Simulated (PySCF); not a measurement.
Geometries of 2 isomers of [C4H3O2]- (charge -1), from PBE0-D3(BJ)/def2-SVP geometry optimisation, gas phase in PySCF 2.14.0. One conformer each, no zero-point energy, no frequencies.

Question: Which isomer lies lower at this level?
A.
```xyz
9
angstrom
O      2.265   -1.041   -0.262
C      1.444   -0.185    0.120
O      1.616    0.843    0.809
C     -0.015   -0.430   -0.328
C     -0.940    0.745   -0.502
C     -1.150    0.022    0.553
H     -0.146   -1.325   -0.963
H     -1.129    1.659   -1.062
H     -1.638   -0.108    1.516
```
B.
```xyz
9
angstrom
C     -1.969   -0.115   -0.037
C     -0.705   -0.303    0.278
C      0.557   -0.471    0.571
C      1.773    0.132   -0.231
O      2.813   -0.523   -0.050
O      1.540    1.135   -0.914
H     -2.480   -0.745   -0.776
H     -2.552    0.702    0.406
H      0.834   -1.149    1.388
```

Answer: B. That is `C=C=CC(=O)[O-]`, 22.2 kcal/mol below the other.

```csv
SMILES,atoms numbered as above,E (Eh),relative (kcal/mol),relative (kJ/mol),dipole about centre of mass (D)
C=C=CC(=O)[O-],[CH2:1]=[C:2]=[CH:3][C:4](=[O:5])[O-:6],-304.09865,0.0,0.0,4.80
O=C([O-])C1C=C1,[O:1]=[C:2]([O-:3])[CH:4]1[CH:5]=[CH:6]1,-304.06322,22.2,93.0,5.47
```

As drawn, the higher has a three-membered ring, which the lower lacks.
